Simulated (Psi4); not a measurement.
# B2PLYP/def2-TZVP (density fitting, density fitting for correlation, sweep point 4) run of SO2 (sulfur dioxide)

Aim: the vertical singlet–triplet gap of SO2 (sulfur dioxide) at B2PLYP/def2-TZVP (density fitting, density fitting for correlation, sweep point 4), from 2 runs. 

The calculation is run with Psi4 1.11.

4 further runs of the same task are left out: 4 set aside as unsound or not needed.

## (1) The molecule

SO2 has 3 atoms, charge 0, and is taken as a singlet. SMILES: `O=S=O`. The shape is that of a PBE0-D4/def2-TZVP optimisation.

Bond lengths: O1–S2 1.431 Å, S2–O3 1.431 Å. Angles: O1–S2–O3 118.9°.

## (2) The energy at B2PLYP/def2-TZVP (density fitting, density fitting for correlation, sweep point 4)

File calc.py:

```python
import psi4

psi4.set_memory('1600 MB')
psi4.set_num_threads(1)
psi4.set_output_file('run.log', False)

m = psi4.geometry("""
O     -0.974420     0.645900    -0.459510
S      0.269520     0.357380     0.186790
O      0.704900    -1.003280     0.272720
symmetry c1
""")

psi4.set_options(dict(basis='def2-TZVP', puream=True, scf_type='df', num_frozen_docc=7, dft_radial_points=50, dft_spherical_points=194))

E = psi4.energy("b2plyp", molecule=m)
print('E =', round(E, 9))
```

Launch:

```
$ python calc.py
```

run.log:

```text
[...]
  Running in c1 symmetry.
[...]
  Nuclear repulsion =  108.393821834018610
[...]
  Multiplicity = 1
[...]
  Nalpha       = 16
  Nbeta        = 16
[...]
    Number of basis functions: 99
[...]
   @DF-RKS iter   1:  -548.09706090543750    2.66565e-02   7.24983e-03 ADIIS/DIIS
[...]
   @DF-RKS iter   8:  -548.27653932619171   -1.53171e-08   3.20298e-07 DIIS
[...]
    Orbital Energies [Eh]
    ---------------------
    Doubly Occupied:
       1A    -90.348589     2A    -19.787391     3A    -19.787364
       4A     -8.533072     5A     -6.380367     6A     -6.378525
       7A     -6.375299     8A     -1.299684     9A     -1.201576
      10A     -0.734847    11A     -0.582378    12A     -0.579536
      13A     -0.569775    14A     -0.441036    15A     -0.440437
      16A     -0.405382
[...]
  @DF-RKS Final Energy:  -548.27653932619171
   => Energetics <=
    Nuclear Repulsion Energy =            108.3938218340186097
    One-Electron Energy =                -970.9820350651057197
    Two-Electron Energy =                 334.8029186109589546
    DFT Exchange-Correlation Energy =     -20.4912447060635472
    Empirical Dispersion Energy =           0.0000000000000000
    VV10 Nonlocal Energy =                  0.0000000000000000
    Total Energy =                       -548.2765393261917097
[...]
 Multipole Moments:
 ------------------------------------------------------------------------------------
     Multipole            Electronic (a.u.)      Nuclear  (a.u.)        Total (a.u.)
 ------------------------------------------------------------------------------------
 L = 1.  Multiply by 2.5417464519 to convert [e a0] to [Debye]
 Dipole X            :          0.5010080            0.0041056            0.5051136
 Dipole Y            :          0.5517869            0.0045215            0.5563084
 Dipole Z            :         -0.0000000            0.0000000           -0.0000000
 Magnitude           :                                                    0.7514112
[...]
```

On the terminal:

```text
E = -548.49529249
```

It took 3.6 s on 1 thread of Intel Xeon at 2.70GHz, shared host; peak memory 0.29 GiB.

## (3) The triplet

File o2s.py:

```python
import psi4

psi4.set_memory(1600000000)
psi4.set_num_threads(1)
psi4.core.set_output_file('psi4.out', False)

m = psi4.geometry("""
0 3
O     -0.974420     0.645900    -0.459510
S      0.269520     0.357380     0.186790
O      0.704900    -1.003280     0.272720
symmetry c1
""")

psi4.set_options({
    'basis': 'def2-TZVP',
    'reference': 'uks',
    'puream': True,
    'scf_type': 'df',
    'num_frozen_docc': 7,
    'dft_radial_points': 50,
    'dft_spherical_points': 194,
    'maxiter': 100,
})

e, wfn = psi4.energy('b2plyp', return_wfn=True)
print('E =', round(e, 9))
for k, v in sorted(psi4.core.scalar_variables().items()):
    print(f'{k:45s} {v:18.10f}')
```

Launch:

```
$ python o2s.py
```

psi4.out:

```text
[...]
  Running in c1 symmetry.
[...]
  Nuclear repulsion =  108.393821834018610
[...]
  Multiplicity = 3
[...]
  Nalpha       = 17
  Nbeta        = 15
[...]
    Number of basis functions: 99
[...]
   @DF-UKS iter   1:  -547.99215085002038    1.31567e-01   6.90829e-03 DIIS/ADIIS
[...]
   @DF-UKS iter  10:  -548.16663479876991   -4.79295e-08   4.99799e-07 DIIS
[...]
   @S^2 Observed:                2.030888364E+00
[...]
    Orbital Energies [Eh]
    ---------------------
    Alpha Occupied:
       1A    -90.326542     2A    -19.806371     3A    -19.806328
       4A     -8.518633     5A     -6.368758     6A     -6.365894
       7A     -6.362318     8A     -1.326464     9A     -1.235796
      10A     -0.779039    11A     -0.615798    12A     -0.611270
      13A     -0.600890    14A     -0.504450    15A     -0.467520
      16A     -0.461775    17A     -0.288969
    Alpha Virtual:
      18A      0.089599    19A      0.102157    20A      0.269328
      21A      0.271882    22A      0.336316    23A      0.366730
      24A      0.384248    25A      0.424542    26A      0.449838
[...]
  @DF-UKS Final Energy:  -548.16663479876991
   => Energetics <=
    Nuclear Repulsion Energy =            108.3938218340186097
    One-Electron Energy =                -970.9165968089173475
    Two-Electron Energy =                 334.8622195401243857
    DFT Exchange-Correlation Energy =     -20.5060793639954397
    Empirical Dispersion Energy =           0.0000000000000000
    VV10 Nonlocal Energy =                  0.0000000000000000
    Total Energy =                       -548.1666347987697918
[...]
 Multipole Moments:
 ------------------------------------------------------------------------------------
     Multipole            Electronic (a.u.)      Nuclear  (a.u.)        Total (a.u.)
 ------------------------------------------------------------------------------------
 L = 1.  Multiply by 2.5417464519 to convert [e a0] to [Debye]
 Dipole X            :          0.4005255            0.0041056            0.4046311
 Dipole Y            :          0.4412504            0.0045215            0.4457718
 Dipole Z            :         -0.0000000            0.0000000           -0.0000000
 Magnitude           :                                                    0.6020289
[...]
```

The script printed:

```text
E = -548.372144536
B2PLYP DOUBLE-HYBRID CORRECTION ENERGY             -0.2055097377
B2PLYP TOTAL ENERGY                              -548.3721445365
CURRENT ENERGY                                   -548.3721445365
CURRENT REFERENCE ENERGY                         -548.1666347988
DD SOLVATION ENERGY                                 0.0000000000
DFT FUNCTIONAL TOTAL ENERGY                      -548.1666347988
DFT TOTAL ENERGY                                 -548.3721445365
DFT VV10 ENERGY                                     0.0000000000
DFT XC ENERGY                                     -20.5060793640
DOUBLE-HYBRID CORRECTION ENERGY                    -0.2055097377
GRID ELECTRONS ALPHA                               16.9999842848
GRID ELECTRONS BETA                                14.9999862760
GRID ELECTRONS TOTAL                               31.9999705608
NUCLEAR REPULSION ENERGY                          108.3938218340
ONE-ELECTRON ENERGY                              -970.9165968089
PCM POLARIZATION ENERGY                             0.0000000000
PE ENERGY                                           0.0000000000
SCF ITERATION ENERGY                             -548.1666347988
SCF ITERATIONS                                     10.0000000000
SCF TOTAL ENERGY                                 -548.1666347988
TWO-ELECTRON ENERGY                               334.8622195401
XC GRID RADIAL POINTS                              50.0000000000
XC GRID SPHERICAL POINTS                          194.0000000000
XC GRID TOTAL POINTS                            28033.0000000000
```

Run time: 5.1 s. Hardware: 1 thread of Intel Xeon at 2.70GHz, shared host; peak memory 0.29 GiB.

## (4) Results

Level: B2PLYP/def2-TZVP (density fitting, density fitting for correlation, sweep point 4), 7 core orbitals frozen.

```
                                                         quantity          value
                                            singlet: total energy  -548.49529 Eh
                       singlet: HOMO energy (SCF part's orbitals)      -11.03 eV
                       singlet: LUMO energy (SCF part's orbitals)       -1.98 eV
                     singlet: HOMO–LUMO gap (SCF part's orbitals)        9.05 eV
                                            triplet: total energy  -548.37214 Eh
triplet: HOMO energy (SCF part's orbitals) (highest over α and β)       -7.86 eV
 triplet: LUMO energy (SCF part's orbitals) (lowest over α and β)       -4.81 eV
                                                    triplet: ⟨S²⟩          2.031
                 vertical energy of the triplet above the singlet       3.351 eV
```

**Reading.** At this shape the triplet lies 3.35 eV (77 kcal/mol) above the singlet.
